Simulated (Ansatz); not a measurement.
**Diamond**

Method: r²SCAN (Ansatz, a program for electronic structure, PAW).

Settings: plane-wave cutoff 600 eV, 18×18×18 k mesh, finite displacements, scalar-relativistic PAW data made under PBE.

Cell (relaxed at this level):

```yaml
crystal:
  lattice:
    - [0.00000, 1.78002, 1.78002]
    - [1.78002, 0.00000, 1.78002]
    - [1.78002, 1.78002, 0.00000]
  atoms:
    - { symbol: C, position: [0.50000, 0.50000, 0.50000] }
    - { symbol: C, position: [0.75000, 0.75000, 0.75000] }
```

For diamond, the high-frequency dielectric constant is 5.78 and the zone-centre TO phonon frequency comes out as 1324 cm⁻¹.

Measured, for comparison: high-frequency dielectric constant 5.7 (300 K, no zero-point or thermal correction, our sources range from 5.50 to 5.70; as tabulated in Skelton et al. (2020), arXiv:2005.00277); zone-centre TO phonon frequency 1333 cm⁻¹ (low temperature, zero-point motion not removed; as tabulated in Kunc et al. (2003), arXiv:cond-mat/0304692). Computed (rounded) less measured: high-frequency dielectric constant +1 % (+1 % to +5 % over the range), zone-centre TO phonon frequency -0.7 %.

Cost on a shared machine: roughly 4 core-minutes.
